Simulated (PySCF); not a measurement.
Species: trithiane, C3H6S3.
Numbering: `[CH2:1]1[S:2][CH2:3][S:4][CH2:5][S:6]1` (hydrogens: H7, H8 on C1; H9, H10 on C3; H11, H12 on C5)

Geometry (PBE0-D3(BJ)/def2-TZVP, Å), atoms numbered from 1 in this order:
```xyz
12
C3H6S3 angstrom
C      0.550    1.412    0.431
S     -1.225    1.430    0.135
C     -1.366   -0.121   -0.766
S     -0.978   -1.616    0.156
C      0.771   -1.308    0.446
S      1.168    0.100    1.494
H      1.082    1.395   -0.525
H      0.787    2.351    0.932
H     -0.755   -0.077   -1.672
H     -2.410   -0.207   -1.066
H      1.158   -2.190    0.956
H      1.292   -1.213   -0.511
```

Computed with PySCF at wB97X-D/pcSseg-2, non-relativistic, on one gas-phase PBE0-D3(BJ)/def2-TZVP geometry that isn't relaxed in the solvent. The solvent is an IEF-PCM continuum (cavity from Bondi-type radii × 1.2). Specific hydrogen bonds and non-electrostatic terms are outside this model.

Gas phase at wB97X-D/pcSseg-2: HOMO -8.43 eV, LUMO 1.74 eV, dipole 2.25 D.

Q: What does the continuum do to the energy, the frontier levels and the dipole at wB97X-D/pcSseg-2 in chloroform?

A: 
```tsv
solvent	ε	E(solvent) − E(gas) (kcal/mol)	polarisation term (kcal/mol)	distortion of the solute (kcal/mol)	HOMO (eV)	LUMO (eV)	dipole (D)
chloroform	4.711	-5.05	-5.70	0.65	-8.43	1.85	3.00
```

The polarisation term is half the interaction of the solute with the surface charges that it induces; the rest is the cost of distorting the solute's density. The sum is the electrostatic part of solvation alone.

Q: Which radius a makes the point-dipole formula ΔE = −[(ε − 1)/(2ε + 1)]·μ²/a³ give the value in chloroform, with the gas-phase dipole?

A: μ = 0.885 au and |ΔE| = 0.00804 Eh give a = 1.73 Å; the farthest nucleus lies 2.65 Å from the centroid of the nuclei, so such a sphere wouldn't even hold the nuclei. The formula assumes a rigid point dipole at the centre of a sphere.

Q: Give the dipole vector in the frame of the coordinates (D, pointing from negative to positive charge), gas and chloroform.

A: Gas (1.14, 0.08, -1.94), solvent (1.52, 0.11, -2.58). Its length changes by +33 % and its direction by less than 1°.

The pairwise dispersion term of wB97X-D wasn't added to the energies; at a given geometry it leaves orbitals and properties as they are.
